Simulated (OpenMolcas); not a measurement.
# HF/ANO-RCC-VDZ (DKH2, Cholesky decomposition) run of BPH6 (SMILES [BH3-][PH3+])

What is the vertical singlet–triplet gap of BPH6 at HF/ANO-RCC-VDZ (DKH2, Cholesky decomposition)? 

The calculation is run with OpenMolcas 26.06.

**1. The system as given**

BPH6 has 8 atoms, charge 0, and is taken as a singlet. SMILES: `[BH3-][PH3+]`. Geometry: relaxed at PBE0-D4/def2-TZVP.

Bond lengths: B1–P2 1.910 Å, B1–H3 1.209 Å, B1–H4 1.209 Å, B1–H5 1.209 Å, P2–H6 1.408 Å, P2–H7 1.409 Å, P2–H8 1.408 Å. Some angles: B1–P2–H6 118.0°, B1–P2–H7 118.1°, B1–P2–H8 118.0°, P2–B1–H3 103.8°, P2–B1–H4 103.8°, P2–B1–H5 103.8°, H6–P2–H7 99.7°, H6–P2–H8 99.7°, H7–P2–H8 99.7°, H3–B1–H4 114.5°.

**2. The energy at HF/ANO-RCC-VDZ (DKH2, Cholesky decomposition)**

File job.inp:

```
>>> EXPORT MOLCAS_PRINT=2

&GATEWAY
  COORD
  8
  angstrom
  B       -0.556100       0.227200      -0.914000
  P        0.433900      -0.181600       0.667700
  H       -1.693400       0.343100      -0.520100
  H       -0.367800      -0.730200      -1.628000
  H       -0.055500       1.254200      -1.309900
  H        0.418800       0.755700       1.718800
  H        1.823100      -0.380300       0.547100
  H        0.089200      -1.345200       1.382600
  BASIS = ANO-RCC-VDZ
  GROUP = NoSym

&SEWARD
  HIGH

&SCF
  PRORBITALS = 0
```

On the command line:

```sh
$ export MOLCAS_MEM=1860
$ pymolcas job.inp > job.log
```

Output:

```text
--- Start Module: gateway ---
[...]
--- Stop Module: gateway /rc=_RC_ALL_IS_WELL_ ---
--- Start Module: seward ---
[...]
      Basis functions           34
--- Stop Module: seward /rc=_RC_ALL_IS_WELL_ ---
[...]
--- Start Module: scf ---
[...]
       Convergence after   9 Iterations
[...]
::    Total SCF energy                               -369.6353727365
[...]
      Total spin, S                                     0.0000000000
[...]
      Total electronic charge=   26.000000
      Total            charge=   -0.000000
[...]
      Dipole Moment (debye):
      Origin of the operator (angstrom)=    0.1568   -0.0672    0.2251
                   X=  2.4473E+00               Y= -1.0107E+00               Z=  3.9098E+00           Total=  4.7220E+00
      Quadrupole Moment (debye*angstrom):
[...]
--- Stop Module: scf /rc=_RC_ALL_IS_WELL_ ---
[...]
```

Wall time 2.4 s (1 thread of Arm Neoverse V2, shared host); peak memory 0.083 GiB.

**3. The triplet**

File job.input:

```
&GATEWAY
 COORD
 8
 angstrom
 B       -0.556100       0.227200      -0.914000
 P        0.433900      -0.181600       0.667700
 H       -1.693400       0.343100      -0.520100
 H       -0.367800      -0.730200      -1.628000
 H       -0.055500       1.254200      -1.309900
 H        0.418800       0.755700       1.718800
 H        1.823100      -0.380300       0.547100
 H        0.089200      -1.345200       1.382600
 BASIS=ANO-RCC-VDZ
 GROUP=NoSym

&SEWARD
 HIGH

&SCF
 UHF
 SPIN=3
 PRORBITALS=0
```

On the command line:

```sh
$ export MOLCAS_MEM=1860
$ pymolcas job.input > job.log
```

Output:

```text
--- Start Module: gateway ---
[...]
--- Stop Module: gateway /rc=_RC_ALL_IS_WELL_ ---
--- Start Module: seward ---
[...]
      Basis functions           34
--- Stop Module: seward /rc=_RC_ALL_IS_WELL_ ---
[...]
--- Start Module: scf ---
[...]
       Convergence after  33 Iterations
[...]
::    Total SCF energy                               -369.3541338752
[...]
      Total spin, S                                     1.0043113059
[...]
      Total electronic charge=   26.000000
      Total            charge=   -0.000000
[...]
      Dipole Moment (debye):
      Origin of the operator (angstrom)=    0.1568   -0.0672    0.2251
                   X= -1.0065E+00               Y=  2.3327E+00               Z= -3.4665E+00           Total=  4.2979E+00
      Quadrupole Moment (debye*angstrom):
[...]
--- Stop Module: scf /rc=_RC_ALL_IS_WELL_ ---
[...]
```

Run time: 4.2 s. Hardware: 1 thread of Arm Neoverse V2, shared host; peak memory 0.083 GiB.

**4. What came out**

At HF/ANO-RCC-VDZ (DKH2, Cholesky decomposition):

| quantity | value |
| --- | --- |
| singlet: total energy | -369.63537 Eh |
| singlet: dipole moment | 4.72 D |
| singlet: HOMO energy | -11.83 eV |
| singlet: LUMO energy | 1.66 eV |
| singlet: HOMO–LUMO gap | 13.49 eV |
| triplet: total energy | -369.35413 Eh |
| triplet: dipole moment | 4.30 D |
| triplet: HOMO energy (highest over α and β) | -2.95 eV |
| triplet: ⟨S²⟩ | 2.013 |
| vertical energy of the triplet above the singlet | 7.653 eV |

In words: At this shape the triplet lies 7.65 eV (738 kJ/mol) above the singlet. Mulliken charges (triplet) run from -0.48 on H8 to +0.98 on P2.
